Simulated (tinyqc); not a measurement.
Extended Hueckel theory, for LiH+, step by step. The parameters take no account of the charge, which enters only through the electron count. One step of it, computed by the program tinyqc.

Problem. Wolfsberg-Helmholz matrix. H_ij = K' S_ij (H_ii + H_jj)/2 for i != j (the diagonal keeps H_ii), with K' = K + D^2 + D^4 (1 - K), D = (H_ii - H_jj)/(H_ii + H_jj), K = 1.75.

overlap S, order 1Li 2s, 1Li 2px, 1Li 2py, 1Li 2pz, 2H 1s:
```
[[1.000000, 0.000000, 0.000000, 0.000000, 0.326596],
 [0.000000, 1.000000, 0.000000, 0.000000, 0.000000],
 [0.000000, 0.000000, 1.000000, 0.000000, 0.000000],
 [0.000000, 0.000000, 0.000000, 1.000000, 0.454872],
 [0.326596, 0.000000, 0.000000, 0.454872, 1.000000]]
```

diagonal H_ii (eV): [-5.400000, -3.500000, -3.500000, -3.500000, -13.600000]

K = 1.750000

Give: H.

Solution.

H (eV), order 1Li 2s, 1Li 2px, 1Li 2py, 1Li 2pz, 2H 1s:
```
[[-5.4000, 0.0000, 0.0000, 0.0000, -5.9268],
 [0.0000, -3.5000, 0.0000, 0.0000, 0.0000],
 [0.0000, 0.0000, -3.5000, 0.0000, 0.0000],
 [0.0000, 0.0000, 0.0000, -3.5000, -7.8078],
 [-5.9268, 0.0000, 0.0000, -7.8078, -13.6000]]
```
